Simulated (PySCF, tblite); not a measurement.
## K+ and 5 × hydrogen fluoride

A gas-phase complex of K+ and 5 × hydrogen fluoride; charge +1, singlet. The structure comes from a short search (6 tight-binding starts) and was relaxed by PBE0-D3(BJ)/def2-SVPD; another way of binding may lie lower. No frequency run checks that it is a minimum.

```tsv
part	name	SMILES	atoms	charge	multiplicity
1	K+	[K+]	1	+1	1
2	hydrogen fluoride	F	2–3	0	1
3	hydrogen fluoride	F	4–5	0	1
4	hydrogen fluoride	F	6–7	0	1
5	hydrogen fluoride	F	8–9	0	1
6	hydrogen fluoride	F	10–11	0	1
```

| atom | part | x (Å) | y (Å) | z (Å) |
| --- | --- | --- | --- | --- |
| K1 | 1 | 1.300 | -0.845 | -0.053 |
| F2 | 2 | 1.405 | 0.007 | -2.534 |
| H3 | 2 | 1.449 | 0.286 | -3.414 |
| F4 | 3 | -0.650 | -1.058 | 1.592 |
| H5 | 3 | -1.295 | -1.239 | 2.252 |
| F6 | 4 | 1.792 | -3.388 | -0.454 |
| H7 | 4 | 1.925 | -4.298 | -0.543 |
| F8 | 5 | 2.971 | 0.854 | 1.042 |
| H9 | 5 | 3.526 | 1.451 | 1.478 |
| F10 | 6 | -2.355 | -1.615 | 3.439 |
| H11 | 6 | -3.220 | -1.319 | 3.586 |

Contacts between parts, classed by geometry: H5···F10 1.635 Å (hydrogen bond, 177°); K1···F4 2.560 Å (ion contact); K1···F6 2.621 Å (ion contact); K1···F8 2.622 Å (ion contact); K1···F2 2.626 Å (ion contact).

Interaction energies are complex less parts, with the parts frozen as they stand in it; counterpoise-corrected, in kcal/mol (PySCF).

Question: How strongly do the parts interact, level by level?

Answer: 
```
                 level  interaction  superposition error removed
wB97M-D3(BJ)/def2-SVPD       -52.54                        -2.57
 PBE0-D3(BJ)/def2-SVPD       -54.05                        -2.87
```

Question: What holds them together? Decompose the wB97M-D3(BJ)/def2-SVPD energy: frozen parts, their antisymmetrised product, then relaxation.

Answer: electrostatic -57.9, Pauli repulsion +23.4, orbital relaxation -18.7, dispersion correction -1.9 kcal/mol, which sum to the value before the counterpoise correction; the Pauli term holds the exchange-correlation of the frozen density too. Of the attraction, 74 % is electrostatic, 24 % is orbital relaxation, 2 % is dispersion correction.

The parts were also relaxed and run alone, at the levels used for the complex: shieldings by PBE0/pcSseg-2; core levels by delta-SCF with SCAN, pcX-2 on the ionised atom and pcseg-1 elsewhere, spin-free X2C.

Question: How do these values change when the complex forms?

Answer: 
| property | alone | in the complex | change |
| --- | --- | --- | --- |
| F4–H5 bond (Å) | 0.920 | 0.940 | +0.020 |
| shielding of H5 (ppm) | 29.19 | 23.59 | -5.60 |
| shielding of F10 (ppm) | 410.9 | 402.2 | -8.7 |
| shielding of K1 (ppm) | 1325.5 | 1280.1 | -45.3 |
| shielding of F4 (ppm) | 410.9 | 401.7 | -9.2 |
| F4 1s core level (eV) | 694.12 | 697.10 | +2.98 |
| F6 1s core level (eV) | 694.12 | 698.19 | +4.08 |
| F10 1s core level (eV) | 694.12 | 698.14 | +4.03 |
